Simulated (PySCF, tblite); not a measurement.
Isomers of C3H6NO (doublet state). Method: GFN2-xTB as coded in tblite; computed harmonic values from a numerical Hessian at the method's own geometry, unscaled. The method is semi-empirical: single wavenumbers can be off by several per cent or more. One conformer each. Open shells enter through the occupations alone, without spin polarisation, and single modes of such species can be off by tens of per cent.

Electronic energies: B3LYP/pcH-1 single points on the GFN2-xTB geometries (PySCF, gas phase).

```
           SMILES  electronic energy, lowest = 0 (kJ/mol)
      C[CH]C(N)=O                                     0.0
[H]/N=C(\C)O[CH2]                                   126.7
     [CH2]NC(C)=O                                    24.3
```

Task: How do GFN2-xTB zero-point energies change the relative energies?

Result: 
```tsv
SMILES	ZPE (kJ/mol)	of it from modes above 1550 cm⁻¹	electronic (kJ/mol)	with ZPE, lowest = 0 (kJ/mol)	lowest mode (cm⁻¹)	rings
C[CH]C(N)=O	223.8	123.7	0.0	0.0	106	0
[CH2]NC(C)=O	224.5	123.2	24.3	25.0	94	0
[H]/N=C(\C)O[CH2]	221.9	122.9	126.7	124.8	12i	0
```

The zero-point energies span 2.6 kJ/mol, from `[H]/N=C(\C)O[CH2]` to `[CH2]NC(C)=O`. Slightly imaginary modes are left out of the zero-point energy: `[H]/N=C(\C)O[CH2]` 12.2i cm⁻¹. The order is unchanged.

Task: And how do the electronic energies of GFN2-xTB itself compare?

Result: `C[CH]C(N)=O` 4.5; `[CH2]NC(C)=O` 0.0; `[H]/N=C(\C)O[CH2]` 78.8 kJ/mol, lowest = 0. Against the energies above, taken from the same isomer `C[CH]C(N)=O`, the largest difference is 52.4 kJ/mol.
